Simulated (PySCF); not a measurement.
Working out the ionisation energy of Ne

Ne [Ne] (1S) → Ne⁺ [He] 2s2 2p5 (2P). Computed with PySCF 2.14 in aug-cc-pCVTZ-DK (7s6p4d2f, 59 functions), with scalar relativity by spin-free X2C-1e. Frozen: 1s2. Energies in hartree (1 hartree = 27.21139 eV):

```csv
part,Ne (lower),Ne⁺ (upper)
UHF,-128.670277,-127.947433
CCSD correlation,-0.281100,-0.218445
(T),-0.005592,-0.002973
```

What does Hartree-Fock give?

(-127.947433) − (-128.670277) = 0.722844 hartree = 19.670 eV.

What do CCSD and CCSD(T) give?

The CCSD correlation energies differ by 0.062655 hartree = 1.705 eV and the triples by 0.002619 hartree = 0.071 eV, so CCSD gives 21.375 eV and CCSD(T) 21.446 eV.

Measured between the centres of the two terms (NIST): 21.597 eV, so CCSD(T) (valence) is off by -0.151 eV.

What remains against the reference includes basis incompleteness, the frozen core and higher excitations.
